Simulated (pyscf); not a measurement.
Optimised with ωB97X-D3(BJ)/def2-SVP in PySCF. MP2 and CC: frozen core, UHF for open shells. ΔMP2 is the change of the MP2 total energy from the triple- to the quadruple-zeta basis.

### Question
For HO–CH₂–GeH₃ (SMILES O[CH2][GeH3]) → GeH₂ (SMILES [GeH2]) [singlet] + H₃C–OH (SMILES CO), a 1,1-elimination (singlet surface; C–Ge, Ge–H broken, C–H formed), PBE/def2-TZVP gives ΔE‡ = 2.08 eV and ΔE = +1.39 eV (zero: the reactant's lowest minimum found). In which direction and how far do r²SCAN/def2-TZVP, M06-2X/def2-TZVP, CCSD(T)/def2-TZVPP + ΔMP2(QZVPP) move these?

### Answer
r²SCAN: ΔE‡ = 2.25 eV, ΔE = +1.59 eV; M06-2X: ΔE‡ = 2.57 eV, ΔE = +1.40 eV; CCSD(T): ΔE‡ = 2.47 eV, ΔE = +1.50 eV. PBE's barrier lies under all of them, by 0.17 to 0.49 eV. Its reaction energy lies under all of them, by 0.01 to 0.20 eV. On the product side the descent ends in a complex, 0.23 eV under the separated species and 1.37 eV under the saddle at ωB97X-D3(BJ)/def2-TZVP. At ωB97X-D3(BJ)/def2-TZVP the barrier from the zero used here is 2.73 eV. This is the saddle that the search found; another between the same sides may lie lower. The CCSD(T) − MP2 part came from Ansatz, without density fitting, on the same reference. The frozen core leaves the outer d or s,p core shells of the metals and heavy elements correlated in the MP2 and CC values, and def2-TZVPP describes them poorly, which can shift differences by a few kcal/mol. Elements up to Kr have no core potential and no relativistic terms here.
